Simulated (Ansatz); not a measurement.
**Ge–AsH2, doublet: the ladder up to RCCSDTQ**

Geometry: a PBE0/def2-TZVP stationary point for this spin, not checked as a minimum.

```xyz
4

Ge    0.0000    0.0000    1.1907
As    0.0000    0.0000   -1.0996
H     0.0000    1.1742   -2.0399
H     0.0000   -1.1742   -2.0399
```

Basis cc-pVDZ; Ansatz 0.2.0. Only valence electrons are correlated (noble-gas cores and the filled d shells of p-block atoms frozen), which leaves 11 electrons in 36 orbitals. R marks a restricted (for open shells ROHF) determinant, U an unrestricted one. Active spaces: valence = (11e, 10o) chosen from the atoms' valence shells. No spin–orbit coupling is included, and no scalar relativity.

Full CI isn't at hand for all of this; RCCSDTQ serves as the reference, and is uncertain by about the last step of the cluster series. The frozen core follows each run's orbitals, which can shift R against U totals by a few meV for light atoms and by up to 0.1 eV past Ca.

For open shells CISD is restricted-active-space CI with the open shells as a complete middle space.

* UHF ⟨S²⟩: 0.826
* T1 diagnostic (RCCSD): 0.0290
* largest doubles amplitude (RCCSD): 0.102

```tsv
level	E − E(RCCSDTQ) (kJ/mol)	share of correlation (%)	wall time
RHF	585.3	0.00	–
RMP2	116.5	80.10	–
CISD	76.6	86.91	5.5 s
RCCSD	27.4	95.32	–
RCCSD(T)	5.4	99.07	10 s
BCCD(T)	5.4	99.08	11 s
RCCSDT	1.7	99.71	–
RCCSDT(Q)	0.1	99.98	28 s
CASSCF (valence space)	389.8	33.39	–
NEVPT2 (valence space)	90.0	84.63	14 s
NEVPT4(SD) (valence space)	8.2	98.59	11 s (H100)
MRCISD (valence space)	30.3	94.83	–
MRCISD+Q (valence space)	1.2	99.80	9 s (H100)
```

The correlation energy at RCCSDTQ, counted from RHF, is -6.066 eV. That run took 57 s on 2 threads of AMD EPYC 7R13 with a shared H100 80 GB, shared host.

Run but not shown, since their state, orbitals or frozen core can't be matched to the reference's or they repeat it: UHF, UMP2, UCCSD, UCCSD(T), UCCSDT, UCCSDT(Q).

Times hold each run's SCF and search for its determinant on a shared host, so for small cases they say little of a method's own cost; rows without a card ran on 1 thread of AMD EPYC 7R13.

Natural occupations of CASSCF (valence space) about the gap: 1.989 1.979 1.969 1.960 1.924 0.999 0.084 0.046 0.029 0.022; effectively unpaired electrons, Σ n²(2−n)², 1.07.

Atomization energy (electronic, same basis, no zero-point term; atoms at the same level, unrestricted beside the R rows where the molecule is a closed shell, but restricted open-shell past Ca, as are all atoms' steps beyond CCSDT(Q)) at RCCSDTQ: 683.6 kJ/mol. Errors of other levels:

```json
{"level": "RHF", "error (kJ/mol)": "-241.3"}
{"level": "RMP2", "error (kJ/mol)": "-29.9"}
{"level": "CISD", "error (kJ/mol)": "-68.6"}
{"level": "RCCSD", "error (kJ/mol)": "-21.9"}
{"level": "RCCSD(T)", "error (kJ/mol)": "-3.9"}
{"level": "BCCD(T)", "error (kJ/mol)": "-3.9"}
{"level": "RCCSDT", "error (kJ/mol)": "-1.4"}
{"level": "RCCSDT(Q)", "error (kJ/mol)": "-0.1"}
{"level": "CASSCF (valence space)", "error (kJ/mol)": "-77.9"}
{"level": "NEVPT2 (valence space)", "error (kJ/mol)": "-19.5"}
{"level": "NEVPT4(SD) (valence space)", "error (kJ/mol)": "-9.1"}
{"level": "MRCISD (valence space)", "error (kJ/mol)": "-23.8"}
{"level": "MRCISD+Q (valence space)", "error (kJ/mol)": "-8.7"}
```

This basis is far from its limit, so the value isn't to be set against a measured one. Truncated CI isn't size-consistent, which counts against it in atomization.
